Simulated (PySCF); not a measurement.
Ionisation energies (eV) were calculated with PySCF 2.14 by PBE, PBE0, MP2 (valence), in another order, as differences of total energies without spin-orbit coupling. The measured values are between term centres (NIST).

```csv
species,measured,A,B,C
"B (aug-cc-pCVTZ-DK with one added diffuse shell each of s, p, d, f type, spin-free X2C)",8.297,8.640,8.667,8.261
"F+ (aug-cc-pCVTZ-DK with one added diffuse shell each of s, p, d, f type, spin-free X2C)",34.950,35.241,35.415,34.619
"Al (aug-cc-pCVTZ-DK with one added diffuse shell each of s, p, d, f type, spin-free X2C)",5.977,6.079,6.061,5.814
"Mn (aug-cc-pwCVTZ-DK with one added diffuse shell each of s, p, d, f, g type, spin-free X2C)",7.434,7.096,7.240,7.070
"Mn+ (aug-cc-pwCVTZ-DK with one added diffuse shell each of s, p, d, f, g type, spin-free X2C)",15.640,15.967,16.289,15.322
"Cu (aug-cc-pwCVTZ-DK with one added diffuse shell each of s, p, d, f, g type, spin-free X2C)",7.726,7.969,8.381,7.687
"Sn+ (aug-cc-pwCVTZ-DK3 with one added diffuse shell each of s, p, d, f type, spin-free X2C)",14.282,14.266,14.228,13.965
"Sn (aug-cc-pwCVTZ-DK3 with one added diffuse shell each of s, p, d, f type, spin-free X2C)",7.389,7.313,7.268,7.157
```

Q: Which column is which method?

A: A is PBE0 (mean error 0.11 eV); B is PBE (mean error 0.23 eV); C is MP2 (valence) (mean error -0.22 eV). PBE0, with a quarter of exact exchange, lies close to experiment on average. PBE, with gradient corrections, lies close to experiment on average, with errors of both signs. Valence MP2 in a finite basis recovers only part of the missing correlation, so it stays below experiment on average.
